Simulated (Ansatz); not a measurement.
**C₄H₄N₂: one species, many methods**

An exercise on one series of results from a longer session: the logs are not shown, and one member is left open.

Program: Ansatz 0.2.0, Gaussian basis. Level of theory: functionals in def2-TZVPP, the program's frozen cores in correlated methods. These are calculated values, not measurements.

The runs, in order: LDA (SPW92), PBE-D4, revPBE-D4, BLYP-D4, r2SCAN-D4, B97M-V, PBE0-D4, B3LYP-D4, r2SCANh-D4, r2SCAN0-D4, HSE06-D4, BHLYP-D4, CAM-B3LYP-D4, LC-ωPBE, ωB97X-V, ωB97M-V, B2PLYP, PBE-QIDH; CCSD(T)/def2-SVP; CCSD(T)/def2-TZVPP; MP2/def2-QZVPP; extrapolation to the limit; RPA on PBE.

## The geometry

An earlier PBE0-D4 in a triple-zeta def2 set relaxation fixed the geometry.

10 atoms, charge 0, spin multiplicity 1.

Atoms are counted from 1 here; the program's logs count them from 0.

Bond lengths: C1–C2 1.471 Å, C1–H7 1.089 Å, C1–H8 1.092 Å, C1–H9 1.092 Å, C2–C3 1.332 Å, C2–N6 1.386 Å, C3–N4 1.276 Å, N4–C5 1.362 Å, C5–N6 1.353 Å, C5–H10 1.080 Å. Angles: C2–C1–H7 110.4°, C2–C1–H8 110.6°, C2–C1–H9 110.5°, H7–C1–H8 108.6°, H7–C1–H9 108.6°, H8–C1–H9 108.1°, C1–C2–C3 141.4°, C1–C2–N6 128.4°, C3–C2–N6 90.1°, C2–C3–N4 135.0°, C3–N4–C5 89.7°, N4–C5–N6 114.9°, N4–C5–H10 122.7°, N6–C5–H10 122.4°, C2–N6–C5 110.4°.

The first run:

The input, in.yaml:

```yaml
crystal:
  periodic: [false, false, false]
  atoms:
    - {symbol: C, position_ang: [-0.988102, -0.962342, 1.006535]}
    - {symbol: C, position_ang: [-0.054812, -0.251422, 0.119944]}
    - {symbol: C, position_ang: [1.041899, -0.447195, -0.610359]}
    - {symbol: N, position_ang: [1.770776, 0.287081, -1.356996]}
    - {symbol: C, position_ang: [0.959036, 1.348134, -1.092682]}
    - {symbol: N, position_ang: [-0.077159, 1.079637, -0.265700]}
    - {symbol: H, position_ang: [-0.693868, -2.006018, 1.110017]}
    - {symbol: H, position_ang: [-2.002598, -0.924856, 0.604413]}
    - {symbol: H, position_ang: [-0.999739, -0.503950, 1.997512]}
    - {symbol: H, position_ang: [1.127668, 2.329730, -1.509683]}
basis:
  gaussian: {orbitals: def2-TZVPP}
hamiltonian: {xc: lda}
output: {orbitals: {seedname: orbitals}}
```

Run with:

```bash
> ansatz run in.yaml --threads 4 --pin off --events-out ev --progress --plain --max-ram 10444MiB
```

Among the steps run: LDA; PBE-D4 (GGA); revPBE-D4 (GGA); BLYP-D4 (GGA); r2SCAN-D4 (meta-GGA); B97M-V (meta-GGA); B3LYP-D4 (hybrid); r2SCANh-D4 (hybrid); r2SCAN0-D4 (hybrid); HSE06-D4 (hybrid); BHLYP-D4 (hybrid); CAM-B3LYP-D4 (range-separated); LC-ωPBE (range-separated); ωB97X-V (range-separated); ωB97M-V (range-separated); B2PLYP (double hybrid); PBE-QIDH (double hybrid).

One table of the session follows, with a row left open; its other results are not shown here.

It belongs to the step «Orbital energies across the functionals». 

```
  functional  HOMO (eV)  LUMO (eV)  gap (eV)
 LDA (SPW92)      -6.09      -4.49      1.59
      PBE-D4      -5.88      -4.23      1.65
   revPBE-D4      -5.81      -4.13      1.68
     BLYP-D4      -5.75      -4.13      1.62
   r2SCAN-D4      -6.05      -4.04      2.01
      B97M-V      -6.03      -3.88      2.15
     PBE0-D4      -6.98      -3.23      3.75
    B3LYP-D4      -6.79      -3.51      3.29
  r2SCANh-D4      -6.47      -3.67      2.80
  r2SCAN0-D4      -7.10      -3.11      3.98
    HSE06-D4      -6.58      -3.62      2.96
    BHLYP-D4      -7.94      -2.12      5.82
CAM-B3LYP-D4          ?          ?         ?
     LC-ωPBE      -9.67      -0.85      8.81
     ωB97X-V      -9.27      -0.94      8.33
     ωB97M-V      -9.17      -1.04      8.13
```

**Question.** Estimate the row for CAM-B3LYP-D4.

**Answer.** HOMO (eV): -8.32; LUMO (eV): -2.11; gap (eV): 6.21. In the column «HOMO (eV)» it lies between ωB97M-V (-9.17) and BHLYP-D4 (-7.94).
